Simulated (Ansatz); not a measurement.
Species: CH$_{5}$N, charge 1, doublet. CH5N+ (parent SMILES CN, doublet).
B3LYP-D3(BJ)/def2-TZVP minimum from Ansatz (a first-principles code):
```
C
H 1 1.0906
H 1 1.0906 2 113.98
N 1 1.4105 2 110.98 3 126.17
H 4 1.0206 1 121.63 2 -155.59
H 4 1.0206 5 116.66 1 176.81
H 1 1.1155 2 106.48 3 -117.10
```
Charge +1, spin multiplicity 2.

Total energies in cc-pVTZ, 13 correlated electrons, 2 frozen orbitals. UHF or UKS for unpaired electrons; spin-orbit terms are left out. Cores are frozen in correlated methods. No relativity. The spin of CH5N+ (parent SMILES CN, doublet) was assumed, and the state is the lowest solution found for it.

| method | program | energy (Eh) | minus CCSDT(Q) (mEh) |
|---|---|---|---|
| HF | Ansatz | -94.97177 | 397.07 |
| MP2 | Ansatz | -95.32306 | 45.78 |
| CCSD | Ansatz | -95.35529 | 13.55 |
| CCSD(T) | Ansatz | -95.36766 | 1.18 |
| CCSDT(Q) | Ansatz | -95.36884 | 0.00 |

Rough core times of Ansatz's runs on a shared machine: CCSD(T) 30 s, CCSDT(Q) 2 h.
